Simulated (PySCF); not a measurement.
## How methods differ on the ionisation energy of P

P [Ne] 3s2 3p3 (4S) → P⁺ [Ne] 3s2 3p2 (3P), as a difference of total energies. All numbers are calculated (PySCF 2.14, the spin-free X2C one-electron Hamiltonian (Gaussian nucleus), in ANO-RCC-VTZP (5s4p2d1f, 34 functions)). Correlated levels: valence and next inner shell: 1s2 frozen. The calculations carry no spin-orbit coupling.

```tsv
method	ionisation energy (eV)
UHF	9.898
MP2 (valence and next inner shell)	10.473
SCS-MP2 (valence and next inner shell)	10.297
CCSD (valence and next inner shell)	10.405
CCSD(T) (valence and next inner shell)	10.450
```

Question: How much does correlation contribute at CCSD(T) (valence and next inner shell)?

Answer: 10.450 − (9.898) = 0.552 eV, measured against UHF.

Errors of the correlated levels include the incompleteness of this basis and the frozen core.

For comparison: 10.526 eV (measured; NIST levels, between the centres of gravity of the two terms).
